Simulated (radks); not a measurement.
# F³⁺ in [He] 2s2 2p2: an all-electron calculation

An exercise on one series of results from a longer session: the logs are not shown, and one member is left open.

The numbers are computed with radks (a radial shooting solver on a logarithmic mesh, Libxc functionals) version 1 (Dirac Kohn-Sham, exchange-only PBE, spin-unpolarised, spherical densities, finite nucleus; open shells fill j = l - 1/2 first), except any that are marked as measured or tabulated.

## What is computed

```
element            : fluorine (Z = 9)
charge             : +3
electrons          : 6
configuration      : [He] 2s2 2p2
nuclear rms radius : 2.8976 fm
```

The first run:

Input:

```text
Z 9
configuration [He] 2s2 2p2 3s0 3p0
relativity Dirac
functional pbe,
spin unpolarised
j_filling energy
nucleus finite rms 2.8976 fm
c 137.035999084
```

On the command line:

```sh
> python run_ks.py task.json out
```

This one command runs every case of the session in turn.

One table of the session follows, with a row left open; its other results are not shown here.

It belongs to the step «Radial structure». From the orbitals of this run (lengths in bohr):

```
level     <r>  outermost maximum (interpolated)  90 % within
1s1/2       ?                                 ?            ?
2s1/2  0.8788                             0.717         1.37
2p1/2  0.8295                             0.622         1.37
2p3/2  0.8306                             0.623         1.38
```

Estimate the missing values for 1s1/2.

As computed: <r>: 0.1761; outermost maximum (interpolated): 0.114; 90 % within: 0.315. In the column «<r>» it is the lowest.

To keep in mind: Spin polarisation and multiplet splitting are left out.
